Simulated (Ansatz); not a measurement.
# CHClN radical: geometry and frequencies at several levels

An exercise on one series of results from a longer session: the logs are not shown, and one member is left open.

Method: the levels named in each step, in Ansatz 0.2.0.

**Starting point**

Bond lengths: C1–N2 1.136 Å, C1–H4 1.082 Å. Angles: N2–C1–H4 180.0°.

Coordinates:

```xyz
4

C     0.0000    0.0000   -0.7611
N     0.0000    0.0000   -1.8973
Cl    0.0000    0.0000    2.3376
H     0.0000    0.0000    0.3208
```

Set-up of the first run:

File input.yaml:

```yaml
crystal:
  periodic: [false, false, false]
  atoms:
    - { symbol: C, position_ang: [0.0, 0.0, -0.76112] }
    - { symbol: "N", position_ang: [0.0, 0.0, -1.89726] }
    - { symbol: Cl, position_ang: [0.0, 0.0, 2.33763] }
    - { symbol: H, position_ang: [0.0, 0.0, 0.32076] }
magnetization:
  spin_polarized: true
  initial_magnetization: 1
basis:
  gaussian: { orbitals: def2-SVP }
hamiltonian:
  xc: pbe
  dispersion: d4
relax:
  f_tol: 0.03
  max_steps: 200
```

Command:

```sh
$ ansatz run input.yaml --threads 2 --pin off --max-ram 5120MiB --backend cpu --events-out ev --progress --plain --runs-dir out
```

Steps of the session up to this table: A rough first relaxation, PBE-D4/def2-SVP; Relaxation, PBE0-D4/def2-TZVPP; Frequencies, PBE0-D4/def2-TZVPP; Relaxation, PBE-D4/def2-TZVPP; Frequencies, PBE-D4/def2-TZVPP; Relaxation, r2SCAN-D4/def2-TZVPP; Frequencies, r2SCAN-D4/def2-TZVPP; Relaxation, B3LYP-D4/def2-TZVPP; Frequencies, B3LYP-D4/def2-TZVPP; Relaxation, B2PLYP/def2-TZVPP.

One of the session's tables, all rows but one given; the rest of the session is left out.

It belongs to the step «Geometries side by side». 

```
               level  C1–N2 (Å)  rotational constants (MHz)  dipole (D)  highest frequency (cm⁻¹)
  PBE0-D4/def2-TZVPP     1.1458                      1679.6        3.41                      3420
   PBE-D4/def2-TZVPP     1.1588                      1710.3        3.32                      3312
r2SCAN-D4/def2-TZVPP          ?                           ?           ?                         ?
 B3LYP-D4/def2-TZVPP     1.1464                        1676        3.41                      3413
   B2PLYP/def2-TZVPP     1.1539                      1631.7        3.35                         -
```

**Question.** Estimate the row for r2SCAN-D4/def2-TZVPP.

**Answer.** C1–N2 (Å): 1.1496; rotational constants (MHz): 1640.1; dipole (D): 3.36; highest frequency (cm⁻¹): 3404. In the column «C1–N2 (Å)» it lies between B3LYP-D4/def2-TZVPP (1.1464) and B2PLYP/def2-TZVPP (1.1539).
